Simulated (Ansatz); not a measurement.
**How far each method lies from RCCSDT(Q) for AsF2⁺, singlet**

Geometry: that of the AsF2, doublet, kept fixed.

```xyz
3

As    0.0000   -0.3875    0.0000
F     0.0000    0.7641   -1.2906
F     0.0000    0.7641    1.2906
```

Basis cc-pVTZ; Ansatz 0.2.0. Only valence electrons are correlated (noble-gas cores and the filled d shells of p-block atoms frozen), which leaves 18 electrons in 87 orbitals. R marks a restricted (for open shells ROHF) determinant. Active spaces: valence = (18e, 12o) chosen from the atoms' valence shells. No spin–orbit coupling is included, and no scalar relativity.

Full CI isn't at hand for all of this; RCCSDT(Q) serves as the reference, and is uncertain by about the last step of the cluster series.

* UHF ⟨S²⟩: 0.000
* T1 diagnostic (RCCSD): 0.0230
* largest doubles amplitude (RCCSD): 0.068

| level | E − E(RCCSDT(Q)) (meV) | share of correlation (%) | wall time |
| --- | --- | --- | --- |
| RHF | 17765 | 0.00 | – |
| RMP2 | 702 | 96.05 | – |
| RCCSD | 723 | 95.93 | – |
| RCCSD(T) | 58 | 99.68 | 18 s |
| BCCD(T) | 40 | 99.77 | 3 s (H100) |
| RCCSDT | 44 | 99.75 | – |
| CASSCF (valence space) | 14934 | 15.94 | – |
| NEVPT2 (valence space) | 2013 | 88.67 | 6 s (H100) |

The correlation energy at RCCSDT(Q), counted from RHF, is -17.765 eV. That run took 14 s on 2 threads of AMD EPYC 7R13 with a shared H100 80 GB, shared host.

Times hold each run's SCF and search for its determinant on a shared host, so for small cases they say little of a method's own cost; rows without a card ran on 1 thread of AMD EPYC 7R13. Some runs computed forces too.

Natural occupations of CASSCF (valence space) about the gap: 1.994 1.983 1.977 1.969 1.967 0.043 0.041 0.035; effectively unpaired electrons, Σ n²(2−n)², 0.03.
